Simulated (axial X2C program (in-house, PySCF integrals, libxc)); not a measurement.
# Linear PNC at several levels

One table from this session's results is given with a row withheld; the runs are named, their logs left out.

Program: an in-house X2C program for linear molecules on PySCF integrals. Level of theory: all-electron X2C, two-component (2c) or spin-free, P dyall-v3z, N dyall-av3z, C dyall-v3z. These are calculated values, not measurements.

All values are calculated.

2 further runs of the same task are left out: 2 set aside as unsound or not needed.

The first run:

task.json reads:

```json
{"zs": [15, 7, 6], "q": 0, "bas": ["dyall-v3z", "dyall-av3z", "dyall-v3z"], "r0": [1.77, 1.17], "symm": 0, "scan": ["PBE0", "HF", "BHandHLYP"], "levels": ["PBE0", "HF", "PBE"], "nst": 2}
```

Keys: zs atomic numbers; q charge; bas basis sets; r0 starting distance in Å; symm equal bonds; scan levels of the two-bond scan (MP2 follows by itself at each HF point); levels methods; nst determinants followed.

The run is started by

```console
$ python solin.py task.json out
```

Masses P 30.974, N 14.003, C 12.000 u.

Steps of the session up to this table: Scan at PBE0, 2c; Scan at HF, 2c; Scan at BHandHLYP, 2c.

One table of the session follows, with a row left open; its other results are not shown here.

| level | r(P–N) (Å) | r(N–C) (Å) | lower stretch (cm⁻¹) | upper stretch (cm⁻¹) |
| --- | --- | --- | --- | --- |
| PBE0, 2c | 1.660 | 1.186 | 704.9 | 1996.3 |
| HF, 2c | 1.675 | 1.161 | 708.6 | 2150.5 |
| BHandHLYP, 2c | 1.661 | 1.171 | 705.2 | 2080.2 |
| MP2, 2c | 1.701 | 1.183 | 653.7 | 2184.9 |
| PBE0, spin-free | ? | ? | ? | ? |
| HF, spin-free | 1.675 | 1.161 | 708.8 | 2150.5 |
| BHandHLYP, spin-free | 1.661 | 1.171 | 705.3 | 2080.3 |
| MP2, spin-free | 1.701 | 1.183 | 653.8 | 2185.1 |

Q: Estimate the row for PBE0, spin-free from the others.

As computed: r(P–N) (Å): 1.660; r(N–C) (Å): 1.186; lower stretch (cm⁻¹): 705.0; upper stretch (cm⁻¹): 1996.3.

Scans not shown above were run alike.

MP2 freezes inner shells (threshold -2 hartree). The molecule was held linear; bending was not examined, so a bent shape may lie lower. Open-shell Ω = 0 determinants with evenly filled partner blocks cannot be reached by this program, so the Ω shown need not be the lowest component. Note: several unpaired electrons, one determinant need not be a pure state.
